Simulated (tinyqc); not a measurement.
UHF in the sto-3g basis, for H3O+, spin multiplicity 1, step by step. One step of it, computed by the program tinyqc.

Task: Iteration 1: diagonalisation and new density. Diagonalise F' = X^T F X, C = X C', fill 5 alpha and 5 beta electrons from the bottom; D(s) = C_occ C_occ^T. Each column has its largest component positive (the first on a tie).

F(alpha) (hartree):
```
             1O 1s      1O 2s     1O 2px     1O 2py     1O 2pz      2H 1s      3H 1s      4H 1s
1O 1s   -20.484586  -5.247286   0.000388   0.000000   0.017520  -0.879086  -0.882017  -0.882017
1O 2s    -5.247286  -2.692578   0.019785   0.000000   0.099890  -0.956895  -0.953975  -0.953975
1O 2px    0.000388   0.019785  -0.733117   0.000000   0.057207  -0.520331   0.263709   0.263709
1O 2py    0.000000   0.000000   0.000000  -0.729493   0.000000   0.000000  -0.456072   0.456072
1O 2pz    0.017520   0.099890   0.057207   0.000000  -0.675340   0.149725   0.208511   0.208511
2H 1s    -0.879086  -0.956895  -0.520331   0.000000   0.149725  -0.677514  -0.308031  -0.308031
3H 1s    -0.882017  -0.953975   0.263709  -0.456072   0.208511  -0.308031  -0.695236  -0.313842
4H 1s    -0.882017  -0.953975   0.263709   0.456072   0.208511  -0.308031  -0.313842  -0.695236
```

F(beta) (hartree):
```
             1O 1s      1O 2s     1O 2px     1O 2py     1O 2pz      2H 1s      3H 1s      4H 1s
1O 1s   -20.484599  -5.247271   0.000079   0.000000   0.017532  -0.880360  -0.881380  -0.881380
1O 2s    -5.247271  -2.692638  -0.014627   0.000000   0.099619  -0.948052  -0.958359  -0.958359
1O 2px    0.000079  -0.014627  -0.731159   0.000000  -0.058002  -0.521890   0.261775   0.261775
1O 2py    0.000000   0.000000   0.000000  -0.731453   0.000000   0.000000  -0.456290   0.456290
1O 2pz    0.017532   0.099619  -0.058002   0.000000  -0.675271   0.226921   0.170055   0.170055
2H 1s    -0.880360  -0.948052  -0.521890   0.000000   0.226921  -0.691009  -0.309675  -0.309675
3H 1s    -0.881380  -0.958359   0.261775  -0.456290   0.170055  -0.309675  -0.688500  -0.310579
4H 1s    -0.881380  -0.958359   0.261775   0.456290   0.170055  -0.309675  -0.310579  -0.688500
```

X:
```
            1O 1s      1O 2s     1O 2px     1O 2py     1O 2pz      2H 1s      3H 1s      4H 1s
1O 1s    1.024406  -0.143288   0.000013   0.000000   0.005427   0.018140   0.018163   0.018163
1O 2s   -0.143288   1.221159  -0.000170   0.000000  -0.052716  -0.214524  -0.214987  -0.214987
1O 2px   0.000013  -0.000170   1.081402   0.000000   0.000053  -0.213377   0.106811   0.106811
1O 2py   0.000000   0.000000   0.000000   1.081550   0.000000   0.000000  -0.185066   0.185066
1O 2pz   0.005427  -0.052716   0.000053   0.000000   1.013949   0.056955   0.057111   0.057111
2H 1s    0.018140  -0.214524  -0.213377   0.000000   0.056955   1.135424  -0.053103  -0.053103
3H 1s    0.018163  -0.214987   0.106811  -0.185066   0.057111  -0.053103   1.135824  -0.053179
4H 1s    0.018163  -0.214987   0.106811   0.185066   0.057111  -0.053103  -0.053179   1.135824
```

Give: F' = X^T F X; orbital energies; coefficients C; F' = X^T F X; orbital energies; coefficients C; D(alpha) after iteration 1; D(beta) after iteration 1.

Result:

F' = X^T F X (alpha) (hartree):
```
          1        2        3        4        5        6        7        8
1  -20.0961  -2.7423  -0.0025   0.0000   0.0311  -0.0942  -0.0974  -0.0974
2   -2.7423  -1.4420   0.0224   0.0000  -0.0120  -0.4376  -0.4237  -0.4237
3   -0.0025   0.0224  -0.5211   0.0000   0.0745  -0.4422   0.2218   0.2218
4    0.0000   0.0000   0.0000  -0.5143   0.0000   0.0000  -0.3878   0.3878
5    0.0311  -0.0120   0.0745   0.0000  -0.6415   0.0610   0.1484   0.1484
6   -0.0942  -0.4376  -0.4422   0.0000   0.0610  -0.2614  -0.0818  -0.0818
7   -0.0974  -0.4237   0.2218  -0.3878   0.1484  -0.0818  -0.2741  -0.0864
8   -0.0974  -0.4237   0.2218   0.3878   0.1484  -0.0818  -0.0864  -0.2741
```

orbital energies (alpha) (hartree): MO1 -20.4946, MO2 -1.5257, MO3 -0.9232, MO4 -0.9221, MO5 -0.6864, MO6 0.0794, MO7 0.2212, MO8 0.2267

coefficients C (alpha):
```
            MO1      MO2      MO3      MO4      MO5      MO6      MO7      MO8
1O 1s    0.9937  -0.2280   0.0000   0.0006  -0.0616  -0.1664   0.0000  -0.0016
1O 2s    0.0278   0.8100   0.0000  -0.0059   0.2825   0.9570   0.0000   0.0188
1O 2px   0.0000  -0.0140   0.0000   0.7191  -0.0405   0.0444   0.0000  -0.8467
1O 2py   0.0000   0.0000   0.7106   0.0000   0.0000   0.0000   0.8563   0.0000
1O 2pz  -0.0025  -0.1040   0.0000  -0.0780   0.9407  -0.3499   0.0000  -0.1281
2H 1s   -0.0048   0.1425   0.0000   0.4031   0.0577  -0.6625   0.0000   0.8746
3H 1s   -0.0048   0.1496   0.3542  -0.1911  -0.1460  -0.5867  -0.7846  -0.4750
4H 1s   -0.0048   0.1496  -0.3542  -0.1911  -0.1460  -0.5867   0.7846  -0.4750
```

F' = X^T F X (beta) (hartree):
```
          1        2        3        4        5        6        7        8
1  -20.0961  -2.7423   0.0025   0.0000   0.0312  -0.0979  -0.0955  -0.0955
2   -2.7423  -1.4421  -0.0185   0.0000  -0.0124  -0.4177  -0.4336  -0.4336
3    0.0025  -0.0185  -0.5193   0.0000  -0.0748  -0.4415   0.2213   0.2213
4    0.0000   0.0000   0.0000  -0.5162   0.0000   0.0000  -0.3885   0.3885
5    0.0312  -0.0124  -0.0748   0.0000  -0.6414   0.1770   0.0906   0.0906
6   -0.0979  -0.4177  -0.4415   0.0000   0.1770  -0.2721  -0.0820  -0.0820
7   -0.0955  -0.4336   0.2213  -0.3885   0.0906  -0.0820  -0.2688  -0.0861
8   -0.0955  -0.4336   0.2213   0.3885   0.0906  -0.0820  -0.0861  -0.2688
```

orbital energies (beta) (hartree): MO1 -20.4946, MO2 -1.5256, MO3 -0.9236, MO4 -0.9219, MO5 -0.6862, MO6 0.0787, MO7 0.2238, MO8 0.2246

coefficients C (beta):
```
            MO1      MO2      MO3      MO4      MO5      MO6      MO7      MO8
1O 1s    0.9937  -0.2280   0.0000  -0.0037  -0.0612  -0.1663   0.0077   0.0000
1O 2s    0.0278   0.8102   0.0000   0.0183   0.2809   0.9559  -0.0540   0.0000
1O 2px   0.0000   0.0071   0.0000   0.7169   0.0389  -0.0796  -0.8461   0.0000
1O 2py   0.0000   0.0000   0.7128   0.0000   0.0000   0.0000   0.0000   0.8545
1O 2pz  -0.0025  -0.1039   0.0000   0.0772   0.9411  -0.3445   0.1400   0.0000
2H 1s   -0.0048   0.1465   0.0000   0.3914  -0.2134  -0.5262   0.9449   0.0000
3H 1s   -0.0048   0.1476   0.3522  -0.2064  -0.0102  -0.6528  -0.3994  -0.7856
4H 1s   -0.0048   0.1476  -0.3522  -0.2064  -0.0102  -0.6528  -0.3994   0.7856
```

D(alpha) after iteration 1:
```
          1O 1s    1O 2s   1O 2px   1O 2py   1O 2pz    2H 1s    3H 1s    4H 1s
1O 1s    1.0433  -0.1744   0.0061   0.0000  -0.0367  -0.0406  -0.0300  -0.0300
1O 2s   -0.1744   0.7368  -0.0271   0.0000   0.1819   0.1292   0.0809   0.0809
1O 2px   0.0061  -0.0271   0.5190   0.0000  -0.0928   0.2856  -0.1336  -0.1336
1O 2py   0.0000   0.0000   0.0000   0.5050   0.0000   0.0000   0.2517  -0.2517
1O 2pz  -0.0367   0.1819  -0.0928   0.0000   0.9018   0.0080  -0.1380  -0.1380
2H 1s   -0.0406   0.1292   0.2856   0.0000   0.0080   0.1862  -0.0641  -0.0641
3H 1s   -0.0300   0.0809  -0.1336   0.2517  -0.1380  -0.0641   0.2057  -0.0452
4H 1s   -0.0300   0.0809  -0.1336  -0.2517  -0.1380  -0.0641  -0.0452   0.2057
```

D(beta) after iteration 1:
```
          1O 1s    1O 2s   1O 2px   1O 2py   1O 2pz    2H 1s    3H 1s    4H 1s
1O 1s    1.0432  -0.1744  -0.0066   0.0000  -0.0367  -0.0265  -0.0371  -0.0371
1O 2s   -0.1744   0.7364   0.0298   0.0000   0.1815   0.0658   0.1128   0.1128
1O 2px  -0.0066   0.0298   0.5156   0.0000   0.0912   0.2733  -0.1473  -0.1473
1O 2py   0.0000   0.0000   0.0000   0.5081   0.0000   0.0000   0.2510  -0.2510
1O 2pz  -0.0367   0.1815   0.0912   0.0000   0.9024  -0.1858  -0.0408  -0.0408
2H 1s   -0.0265   0.0658   0.2733   0.0000  -0.1858   0.2202  -0.0570  -0.0570
3H 1s   -0.0371   0.1128  -0.1473   0.2510  -0.0408  -0.0570   0.1885  -0.0595
4H 1s   -0.0371   0.1128  -0.1473  -0.2510  -0.0408  -0.0570  -0.0595   0.1885
```
